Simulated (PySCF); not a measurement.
Worked example: Al–GaH₂, quintet against Al–GaH2, triplet

Geometry (PBE0/def2-TZVP stationary point of a triplet), kept for both states (Al–GaH2, triplet: B1; Al–GaH2, quintet: A2):

| atom | x (Å) | y (Å) | z (Å) |
| --- | --- | --- | --- |
| Al | 0.0000 | 0.0000 | 1.8190 |
| Ga | 0.0000 | 0.0000 | -0.6648 |
| H | 0.0000 | 1.4073 | -1.3528 |
| H | 0.0000 | -1.4073 | -1.3528 |

Basis 6-31G (Cartesian d functions); PySCF 2.14.0. Only valence electrons are correlated (noble-gas cores and the filled d shells of p-block atoms frozen). R marks a restricted (for open shells ROHF) determinant. No spin–orbit coupling is included, and no scalar relativity.

Full CI isn't at hand for all of this; RCCSDT serves as the reference. It lacks quadruple excitations.

```
   level  E(Al–GaH2, triplet) (hartree)  E(Al–GaH2, quintet) (hartree)
RCCSD(T)                   -2165.991810                   -2165.860435
     PBE                   -2167.596210                   -2167.452295
   B3LYP                   -2168.105466                   -2167.951596
  RCCSDT                   -2165.992685                   -2165.861110
```

Give the vertical gap, Al–GaH2 quintet less Al–GaH2 triplet, at each level in eV (1 hartree = 27.2114 eV), and each error against RCCSDT.

RCCSDT: (-2165.861110 − (-2165.992685)) × 27.2114 = 3.580 eV (the reference)
B3LYP: (-2167.951596 − (-2168.105466)) × 27.2114 = 4.187 eV, error 0.607 eV
PBE: (-2167.452295 − (-2167.596210)) × 27.2114 = 3.916 eV, error 0.336 eV
RCCSD(T): (-2165.860435 − (-2165.991810)) × 27.2114 = 3.575 eV, error -0.005 eV

Total energies of functionals can't be set beside those of wave-function methods, since they hold the core's correlation and their own absolute errors; only the differences compare.

The set has no polarisation functions, so the order and spacing of states can differ from the basis-set limit.

In so small a basis the reference is far from its limit while semilocal and hybrid functionals are nearer theirs, so the functionals' errors here hold much of the reference's basis and frozen-core error, which can add to them or hide them.

Each level lands on the state that its own search finds. T1 diagnostics of restricted CCSD: 0.044 and 0.024.
